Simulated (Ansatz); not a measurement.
# NH4+ with CH4: structure and interaction energy

An exercise on one series of results from a longer session: the logs are not shown, and one member is left open.

Program: Ansatz 0.2.0, Gaussian basis. Level of theory: PBE0-D4 structure, single points in def2-TZVPPD. These are calculated values, not measurements.

Levels: PBE-D4, revPBE-D4, BLYP-D4, r2SCAN-D4, B97M-V, PBE0-D4, B3LYP-D4, HSE06-D4, wB97X-V, wB97M-V, B2PLYP, Hartree-Fock, MP2, CCSD, CCSD(T). The reference is CCSD(T) extrapolated to the basis limit.

Cores are frozen in the correlated methods. B3LYP uses VWN-RPA correlation. B2PLYP carries no dispersion term here.

176 further runs of the same task are left out: 176 set aside as unsound or not needed.

## The system as given

The pair, from a GFN2-xTB docking trial: 10 atoms, charge 1, spin multiplicity 1.

Atoms are counted from 1 here; the program's logs count them from 0.

Bond lengths: N1–H2 1.027 Å, N1–H3 1.025 Å, N1–H4 1.052 Å, N1–H5 1.025 Å, C6–H7 1.085 Å, C6–H8 1.086 Å, C6–H9 1.085 Å, C6–H10 1.086 Å. Angles: H2–N1–H3 109.2°, H2–N1–H4 109.5°, H2–N1–H5 109.5°, H3–N1–H4 110.0°, H3–N1–H5 109.2°, H4–N1–H5 109.4°, H7–C6–H8 106.3°, H7–C6–H9 106.4°, H7–C6–H10 106.9°, H8–C6–H9 112.9°, H8–C6–H10 111.9°, H9–C6–H10 111.9°.

As a file:

```xyz
10
CH8N
N    -0.0302   -0.0845   -1.5526
H    -0.4472    0.7725   -1.9349
H    -0.5560   -0.8968   -1.8920
H    -0.0596   -0.0510   -0.5018
H     0.9438   -0.1592   -1.8629
C     0.0311    0.0825    1.5171
H    -0.0507    0.1040    2.5990
H    -0.7033    0.7890    1.1410
H    -0.1731   -0.9399    1.2153
H     1.0452    0.3832    1.2717
```

Atoms 1 to 5 are fragment A (NH4+), the rest fragment B (CH4).

Set-up of the first run:

File pre/in.yaml:

```yaml
crystal:
  periodic: [false, false, false]
  atoms:
    - {symbol: N, position_ang: [-0.030200, -0.084500, -1.552600]}
    - {symbol: H, position_ang: [-0.447200, 0.772500, -1.934900]}
    - {symbol: H, position_ang: [-0.556000, -0.896800, -1.892000]}
    - {symbol: H, position_ang: [-0.059600, -0.051000, -0.501800]}
    - {symbol: H, position_ang: [0.943800, -0.159200, -1.862900]}
    - {symbol: C, position_ang: [0.031100, 0.082500, 1.517100]}
    - {symbol: H, position_ang: [-0.050700, 0.104000, 2.599000]}
    - {symbol: H, position_ang: [-0.703300, 0.789000, 1.141000]}
    - {symbol: H, position_ang: [-0.173100, -0.939900, 1.215300]}
    - {symbol: H, position_ang: [1.045200, 0.383200, 1.271700]}
basis:
  gaussian: {orbitals: def2-SVP}
total_charge: 1
hamiltonian: {xc: pbe, dispersion: d4}
relax: {f_tol: 0.03, max_steps: 250}
```

Launch:

```sh
ansatz run in.yaml --threads 2 --pin off --events-out ev --progress --plain --max-ram 5222MiB
```

Among the steps run: A first relaxation in a small basis; Relaxation at PBE0-D4; PBE-D4/def2-TZVPPD; r2SCAN-D4/def2-TZVPPD; PBE0-D4/def2-TZVPPD; B3LYP-D4/def2-TZVPPD; wB97X-V/def2-TZVPPD; wB97M-V/def2-TZVPPD; B2PLYP/def2-TZVPPD; BLYP-D4/def2-TZVPPD; revPBE-D4/def2-TZVPPD; B97M-V/def2-TZVPPD; HSE06-D4/def2-TZVPPD; CCSD(T)/def2-TZVPPD; MP2/def2-QZVPPD; Vibrations of the pair.

One table of the session follows, with a row left open; its other results are not shown here.

| method | interaction (kcal/mol) |
| --- | --- |
| PBE-D4 | -6.77 |
| revPBE-D4 | -5.87 |
| BLYP-D4 | -5.82 |
| r2SCAN-D4 | -6.25 |
| B97M-V | -5.94 |
| PBE0-D4 | -6.36 |
| B3LYP-D4 | -5.83 |
| HSE06-D4 | ? |
| wB97X-V | -5.72 |
| wB97M-V | -5.85 |
| B2PLYP | -5.18 |
| Hartree-Fock | -2.89 |
| MP2 | -5.43 |
| CCSD | -4.99 |
| CCSD(T) | -5.35 |
| CCSD(T)/CBS | -5.71 |

**Question.** Estimate the row for HSE06-D4.

**Answer.** interaction (kcal/mol): -6.35. In the column «interaction (kcal/mol)» it lies between PBE0-D4 (-6.36) and r2SCAN-D4 (-6.25).
